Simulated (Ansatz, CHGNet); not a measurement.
For fcc Cu, the machine-learned potential CHGNet 0.3.0 (trained on PBE and PBE+U data) gives:

```
Quantity                           Value
------------------------------  --------
equilibrium lattice constant a   3.617 Å
elastic constant C11             204 GPa
elastic constant C44            53.1 GPa
Voigt–Reuss–Hill shear modulus  31.1 GPa
```

What does r²SCAN (Ansatz, a quantum-chemistry and plane-wave program, plane waves, PAW) give for the same quantities?


- lattice constant a: 3.577 Å (decreases by 1.1 %)
- elastic constant C11: 202 GPa (hardly moves)
- elastic constant C44: 93.7 GPa (goes up by 76 %)
- Voigt–Reuss–Hill shear modulus: 59.2 GPa (goes up by 90 %)

For comparison: lattice constant a 3.595 Å (measured, low-temperature or extrapolated to 0 K; zero-point anharmonic expansion removed; as tabulated in Csonka et al. (2009), arXiv:0903.4037); elastic constant C11 176 GPa (measured, 0 K, extrapolated to 0 K; zero-point effects included; as tabulated in Malica and Corso (2021), arXiv:2109.00459); elastic constant C44 81.8 GPa (measured, 0 K, extrapolated to 0 K; zero-point effects included; as tabulated in Malica and Corso (2021), arXiv:2109.00459).

Changes are worked out from the printed values.

Unless a cell is named, each level is at its own relaxed cell (CHGNet 0.3.0 11.83, r²SCAN 11.44 Å³/atom).

Ansatz's density-functional and Hartree–Fock values are scalar-relativistic unless marked +SOC, with PAW data made under PBE.
